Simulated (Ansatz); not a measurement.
Two shapes of singlet Si₂H₆.

Shape 1:

```xyz
8

Si    0.0000    0.0000    1.1427
Si    0.0000    0.0000   -1.1427
H     0.0000    1.3933    1.6610
H    -1.2066   -0.6966    1.6610
H     1.2066   -0.6966    1.6610
H     0.0000   -1.3933   -1.6610
H    -1.2066    0.6966   -1.6610
H     1.2066    0.6966   -1.6610
```

Shape 2:

```xyz
8

Si    0.0000    0.0000    1.1577
Si    0.0000    0.0000   -1.1577
H     0.0000    1.3933    1.6760
H    -1.2066   -0.6966    1.6760
H     1.2066   -0.6966    1.6760
H     0.0000   -1.3933   -1.6760
H    -1.2066    0.6966   -1.6760
H     1.2066    0.6966   -1.6760
```

Basis set: cc-pVTZ on H; cc-pV(T+d)Z on Si (spherical functions). Correlated methods keep 10 orbitals frozen. Charge 0, multiplicity 1.

Computed with Ansatz (development build ahead of 0.2.0); each method stands on the lowest determinant of its kind that the runs found.

Task: Which shape is lower in energy, and by how much in each method?

Result:

| method | E(2) − E(1) (eV) |
| --- | --- |
| RHF | -0.024 |
| RHF-MP2 | -0.017 |

Shape 2 is lower.
